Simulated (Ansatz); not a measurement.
## AlH2Cl (SMILES [H][Al]([H])[Cl]): where methods fail along a bond

The species is AlH2Cl (4 atoms), meant as a singlet with charge 0. As SMILES, `[H][Al]([H])[Cl]`. Geometry: a GFN2-xTB relaxation, a rough one for these elements and not checked as a minimum.

```xyz
4

Al    0.0498    0.0829   -0.0022
H     1.5870    0.1095    0.0133
H    -0.6511    1.4514   -0.0195
Cl   -0.9857   -1.6439    0.0084
```

The Al1–Cl4 distance is scanned; the parts on either side stay rigid. Basis STO-3G, 10 core orbitals frozen in the correlated methods; program Ansatz 0.2.0. FCI is exact within this basis and core. Energies in eV from each method's value at 2.014 Å; methods without a U are spin-restricted. The shape above is that at 2.014 Å.

```tsv
distance (Å)	HF	SVWN5	BHLYP	B2PLYP	CCSDTQ	FCI
2.014	0.00	0.00	0.00	0.00	0.00	0.00
2.517	1.38	1.24	1.29	1.22	1.25	1.25
3.020	3.88	3.34	3.58	3.44	3.57	3.57
4.027	6.95	5.72	6.37	5.89	5.92	5.92
5.034	8.02	6.32	7.23	6.19	6.04	6.03
```

Departure from the FCI curve at its largest: HF +1.99 eV at 5.03 Å; SVWN5 +0.28 eV at 5.03 Å; BHLYP +1.20 eV at 5.03 Å; B2PLYP +0.16 eV at 5.03 Å; CCSDTQ +0.01 eV at 5.03 Å. Restricted functionals keep the electrons paired too, and rise too high. Restricted Hartree–Fock keeps the electrons paired, so it rises far too high as the bond breaks.
